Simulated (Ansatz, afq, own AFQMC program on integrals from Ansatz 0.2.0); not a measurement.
## CHGe, quartet → CHGe, sextet

```xyz
3

Ge    0.0000    0.0140    0.3105
C     0.0000   -0.1369   -1.6710
H     0.0000    0.6198   -2.4658
```

Connectivity, by distances: Ge–CH.

E(sextet, charge +0) − E(quartet, charge +0) at this geometry, on UHF and UHF determinants.

Basis cc-pVDZ. Noble-gas cores (and the filled d shells of Ga–Kr and In–Xe) are frozen. Integrals, coupled cluster, full CI and functionals: Ansatz 0.2.0; the random walks run on the same integrals in our own AFQMC program. ph-AFQMC/CISD is guided by a CISD state made of CCSD amplitudes; releasing the constraint for a short imaginary time cuts its bias at the price of noise, slowly where states lie close. Error bars are statistical, one sigma. No spin–orbit coupling. The errors of all members are added in quadrature.

No full CI on the walks' own integrals is used here; CCSDT(Q) serves as the reference and is uncertain by about the last step of the cluster series. Each member takes its own surest rung, up to full CI.

Errors are counted within cc-pVDZ, not against nature.

Cautions: inner d shell frozen; no relativity below Rb; no spin-orbit coupling; CHGe (quartet): lower spins were not checked; CHGe (sextet): another spin lies lower.

| level | vertical spin gap (eV) |
| --- | --- |
| MP2 | 2.614 |
| CCSD | 2.787 |

From these cheaper values, estimate the vertical spin gap at the reference level in cc-pVDZ.

2.836 eV (CCSDT(Q) in cc-pVDZ).

```tsv
level	vertical spin gap (eV)	error against CCSDT(Q) (eV)
HF	1.992	-0.844
CCSD(T)	2.822	-0.014
CCSDT	2.833	-0.003
ph-AFQMC/CISD	2.817 ± 0.011	-0.019 ± 0.011
released AFQMC	2.830 ± 0.015	-0.006 ± 0.015
```

Correlation beyond CCSD(T) adds 0.014 eV. The perturbative (T) step is worth +0.035 eV.

A walk keeps the symmetry of its determinant, which the program's search chose and which needn't be the lowest solution, so a lower state of the same spin and another symmetry isn't excluded. Released energies are given only where the last usable release times agree within the noise; a slower fall can still hide under it.
